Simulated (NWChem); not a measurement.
# One shape, several levels: HCN (SMILES C#N)

Aim: a comparison of 6 runs (PBE0/6-31G, BLYP/cc-pVTZ, SVWN5/cc-pVTZ, TPSS/cc-pVTZ, r2SCAN/cc-pVTZ, revPBE/cc-pVTZ) of HCN. 

The results are computed with NWChem 7.3.0.

## 1. The system as given

The species is HCN (3 atoms), meant as a singlet with charge 0. As SMILES, `C#N`. The shape is that of a PBE0-D4/def2-TZVP optimisation.

Bond lengths: C1–N2 1.146 Å, C1–H3 1.069 Å. Angles: N2–C1–H3 180.0°.

## 2. Energy and gradient at PBE0/6-31G (run 1)

Input file m1.nw:

```
echo
start m1
memory 2200 mb

geometry noautosym nocenter noautoz
 C       -0.005600      -0.024400      -0.005600
 N        0.252000       1.061000       0.255200
 H       -0.246400      -1.036600      -0.249500
end

basis spherical bse
 * library 6-31G
end

dft
 xc pbe0
 grid xfine
 convergence energy 1e-08
 iterations 100
 mulliken
end

task dft gradient
```

Command:

```bash
nwchem m1.nw > m1.out
```

What it wrote:

```text
[...]
          Wavefunction type:  closed shell.
          No. of atoms     :     3
          No. of electrons :    14
[...]
          Charge           :     0
          Spin multiplicity:     1
[...]
          AO basis - number of functions:    20
[...]
              XC Information
              --------------
                         PBE0 Method XC Functional
                     Hartree-Fock (Exact) Exchange  0.250
          PerdewBurkeErnzerhof Exchange Functional  0.750
            Perdew 1991 LDA Correlation Functional  1.000 local
           PerdewBurkeErnz. Correlation Functional  1.000 non-local
[...]
 d= 0,ls=0.0,diis     1    -93.2046429634 -1.17D+02  5.64D-02  5.05D-01     0.3
[...]
 d= 0,ls=0.0,diis     8    -93.2751545967  3.31D-09  4.15D-06  3.68D-08     1.5
         Total DFT energy =      -93.275154596660
      One electron energy =     -172.902129663887
           Coulomb energy =       68.071716780305
    Exchange-Corr. energy =      -12.488912028703
 Nuclear repulsion energy =       24.044170315625
[...]
      Total Density - Mulliken Population Analysis
     ---------------------------------------------
    Atom       Charge   Shell Charges
 -----------   ------   -------------------------------------------------------
    1 C    6     6.02   2.00  0.74  2.06  0.39  0.84
    2 N    7     7.26   2.00  0.87  2.25  1.04  1.11
    3 H    1     0.71   0.50  0.21
[...]
  wavefunction    = closed shell
                         DFT ENERGY GRADIENTS
    atom               coordinates                        gradient
                 x          y          z           x          y          z
   1 C      -0.010582  -0.046109  -0.010582    0.012606   0.052951   0.012770
   2 N       0.476211   2.004999   0.482258   -0.012027  -0.050599  -0.012180
   3 H      -0.465628  -1.958890  -0.471487   -0.000579  -0.002352  -0.000590
[...]
```

Wall time 2.4 s (1 thread of Intel Xeon Platinum 8488C (Sapphire Rapids), shared host); peak memory 0.12 GiB.

## 3. Energy and forces at BLYP/cc-pVTZ (run 2)

Input file calc.xyz:

```xyz
3
CHN
C     -0.005600    -0.024400    -0.005600
N      0.252000     1.061000     0.255200
H     -0.246400    -1.036600    -0.249500
```

Input file run.py:

```python
from ase.io import read
from ase.calculators.nwchem import NWChem

mol = read('calc.xyz')

calc = NWChem(
    label='calc',
    theory='dft',
    memory='2200 mb',
    basis='cc-pVTZ',
    basispar='spherical bse',
    dft={'xc': 'becke88 lyp', 'mult': '1', 'grid': 'xfine', 'convergence': 'energy 1e-08', 'iterations': '100', 'mulliken': None},
)
mol.calc = calc

forces = mol.get_forces()
e = mol.get_potential_energy()
print(f"E = {e:.6f} eV")
print("forces (eV/A):")
for s, f in zip(mol.symbols, forces):
    print(f"{s:2s} {f[0]:10.5f} {f[1]:10.5f} {f[2]:10.5f}")
print("dipole (e A):", mol.get_dipole_moment().round(4))
```

Command:

```bash
export ASE_NWCHEM_COMMAND="nwchem PREFIX.nwi > PREFIX.nwo"
python run.py
```

What it wrote:

```text
E = -2542.633497 eV
forces (eV/A):
C    -0.30390   -1.27388   -0.30797
N     0.32098    1.34911    0.32509
H    -0.01707   -0.07523   -0.01712
dipole (e A): [-0.1354 -0.5701 -0.1372]
```

The calculator wrote calc.nwi:

```
title "calc"

permanent_dir calc

scratch_dir calc

start calc

geometry units angstrom nocenter noautosym noautoz
  C  -5.5999999999999999e-03 -2.4400000000000002e-02 -5.5999999999999999e-03
  N  2.5200000000000000e-01 1.0609999999999999e+00 2.5519999999999998e-01
  H  -2.4640000000000001e-01 -1.0366000000000000e+00 -2.4950000000000000e-01
end

memory 2200 mb

basis spherical bse noprint
   * library cc-pVTZ
end

dft
  xc becke88 lyp
  mult 1
  grid xfine
  convergence energy 1e-08
  iterations 100
  mulliken
end

task dft gradient
```

calc.nwo, shortened:

```text
[...]
         Total DFT energy =      -93.440058326786
[...]
  wavefunction    = closed shell
                         DFT ENERGY GRADIENTS
    atom               coordinates                        gradient
                 x          y          z           x          y          z
   1 C      -0.010582  -0.046109  -0.010582    0.005910   0.024773   0.005989
   2 N       0.476211   2.004999   0.482258   -0.006242  -0.026236  -0.006322
   3 H      -0.465628  -1.958890  -0.471487    0.000332   0.001463   0.000333
[...]
```

Wall time 14 s (1 thread of Intel Xeon Platinum 8488C (Sapphire Rapids), shared host); peak memory 0.13 GiB.

Run 3 isn't shown in full; the table further down has it.

## 4. Energy and forces at TPSS/cc-pVTZ (run 4)

Input file struct.nw:

```
start struct
title "CHN"
memory 2200 mb
geometry units bohr noautosym nocenter noautoz
 C   -0.01058247  -0.04610932  -0.01058247
 N    0.47621098   2.00499942   0.48225811
 H   -0.46562852  -1.95889010  -0.47148667
end
basis spherical bse
 * library cc-pVTZ
end
dft
 xc xtpss03 ctpss03
 grid xfine
 convergence energy 1e-08
 maxiter 100
 mulliken
end
task dft gradient
```

Command:

```bash
nwchem struct.nw > struct.out
```

What it wrote:

```text
[...]
          Wavefunction type:  closed shell.
          No. of atoms     :     3
          No. of electrons :    14
[...]
          Charge           :     0
          Spin multiplicity:     1
[...]
          AO basis - number of functions:    74
[...]
              XC Information
              --------------
                  TPSS metaGGA Exchange Functional  1.000
             TPSS03 metaGGA Correlation Functional  1.000
[...]
 d= 0,ls=0.0,diis     1    -93.4076551717 -1.17D+02  1.30D-02  5.03D-01     1.5
[...]
 d= 0,ls=0.0,diis     8    -93.4732689043  7.11D-09  1.32D-06  7.54D-08    10.5
         Total DFT energy =      -93.473268904302
      One electron energy =     -173.186512066322
           Coulomb energy =       68.305415085005
    Exchange-Corr. energy =      -12.636340461343
 Nuclear repulsion energy =       24.044168538358
[...]
      Total Density - Mulliken Population Analysis
     ---------------------------------------------
    Atom       Charge   Shell Charges
 -----------   ------   -------------------------------------------------------
    1 C    6     6.05   1.96  0.20  0.81  0.28  0.88  1.30  0.55  0.02  0.05  0.01
    2 N    7     7.07   1.95  0.24  0.97  0.44  0.97  1.61  0.84  0.01  0.03  0.00
    3 H    1     0.87   0.26  0.49  0.10  0.01  0.02  0.00
[...]
  wavefunction    = closed shell
                         DFT ENERGY GRADIENTS
    atom               coordinates                        gradient
                 x          y          z           x          y          z
   1 C      -0.010582  -0.046109  -0.010582    0.005061   0.021186   0.005130
   2 N       0.476211   2.004999   0.482258   -0.005159  -0.021671  -0.005226
   3 H      -0.465629  -1.958890  -0.471487    0.000098   0.000485   0.000096
[...]
```

It took 17 s on 1 thread of Intel Xeon Platinum 8488C (Sapphire Rapids), shared host; peak memory 0.12 GiB.

Run 5 isn't shown in full; the table further down has it.

## 5. Energy and gradient at revPBE/cc-pVTZ (run 6)

Input file run.py:

```python
from ase import Atoms
from ase.calculators.nwchem import NWChem

molecule = Atoms('CNH', positions=[
    [-0.005600, -0.024400, -0.005600],
    [0.252000, 1.061000, 0.255200],
    [-0.246400, -1.036600, -0.249500],
])

calc = NWChem(
    label='input',
    theory='dft',
    memory='2200 mb',
    basis='cc-pVTZ',
    basispar='spherical bse',
    dft={'xc': 'revpbe cpbe96', 'mult': '1', 'grid': 'xfine', 'convergence': 'energy 1e-08', 'iterations': '100', 'mulliken': None},
)
molecule.calc = calc

forces = molecule.get_forces()
e = molecule.get_potential_energy()
print(f"E = {e:.6f} eV")
print("forces (eV/A):")
for s, f in zip(molecule.symbols, forces):
    print(f"{s:2s} {f[0]:10.5f} {f[1]:10.5f} {f[2]:10.5f}")
print("dipole (e A):", molecule.get_dipole_moment().round(4))
```

Command:

```bash
export ASE_NWCHEM_COMMAND="nwchem PREFIX.nwi > PREFIX.nwo"
python run.py
```

What it wrote:

```text
E = -2542.501808 eV
forces (eV/A):
C    -0.38109   -1.59928   -0.38613
N     0.43004    1.80867    0.43554
H    -0.04895   -0.20939   -0.04942
dipole (e A): [-0.1339 -0.5638 -0.1356]
```

The calculator wrote input.nwi:

```
title "input"

permanent_dir input

scratch_dir input

start input

geometry units angstrom nocenter noautosym noautoz
  C  -5.5999999999999999e-03 -2.4400000000000002e-02 -5.5999999999999999e-03
  N  2.5200000000000000e-01 1.0609999999999999e+00 2.5519999999999998e-01
  H  -2.4640000000000001e-01 -1.0366000000000000e+00 -2.4950000000000000e-01
end

memory 2200 mb

basis spherical bse noprint
   * library cc-pVTZ
end

dft
  xc revpbe cpbe96
  mult 1
  grid xfine
  convergence energy 1e-08
  iterations 100
  mulliken
end

task dft gradient
```

input.nwo, shortened:

```text
[...]
         Total DFT energy =      -93.435218836998
[...]
  wavefunction    = closed shell
                         DFT ENERGY GRADIENTS
    atom               coordinates                        gradient
                 x          y          z           x          y          z
   1 C      -0.010582  -0.046109  -0.010582    0.007411   0.031101   0.007509
   2 N       0.476211   2.004999   0.482258   -0.008363  -0.035173  -0.008470
   3 H      -0.465628  -1.958890  -0.471487    0.000952   0.004072   0.000961
[...]
```

It took 14 s on 1 thread of Intel Xeon Platinum 8488C (Sapphire Rapids), shared host; peak memory 0.12 GiB.

## 6. All runs side by side

```
run           level  energy (Eh)  dipole moment (D)  HOMO energy (eV)  LUMO energy (eV)  wall time
  1      PBE0/6-31G   -93.275155               2.97            -10.44              0.82      2.4 s
  2    BLYP/cc-pVTZ   -93.440058               2.89             -8.84             -0.68       14 s
  3   SVWN5/cc-pVTZ   -92.650818               2.96             -9.08             -1.01       11 s
  4    TPSS/cc-pVTZ   -93.473269               2.91             -9.02             -0.56       17 s
  5  r2SCAN/cc-pVTZ   -93.401750               2.99             -9.29             -0.46       17 s
  6  revPBE/cc-pVTZ   -93.435219               2.86             -8.92             -0.67       14 s
```

## 7. Summary of results

```
                       quantity         value
            run 6: total energy  -93.43522 Eh
           run 6: dipole moment        2.86 D
             run 6: HOMO energy      -8.92 eV
             run 6: LUMO energy      -0.67 eV
           run 6: HOMO–LUMO gap       8.25 eV
run 6: largest force on an atom    1.909 eV/Å
```

The dipole moment (its size) runs from 2.86 D (revPBE/cc-pVTZ) to 2.99 D (r2SCAN/cc-pVTZ). The HOMO–LUMO gap runs from 8.07 eV (SVWN5/cc-pVTZ) to 11.26 eV (PBE0/6-31G). The two ends differ in method and basis. Totals of different functionals can't be ranked against each other. All runs together took 76 s, the longest 17 s.
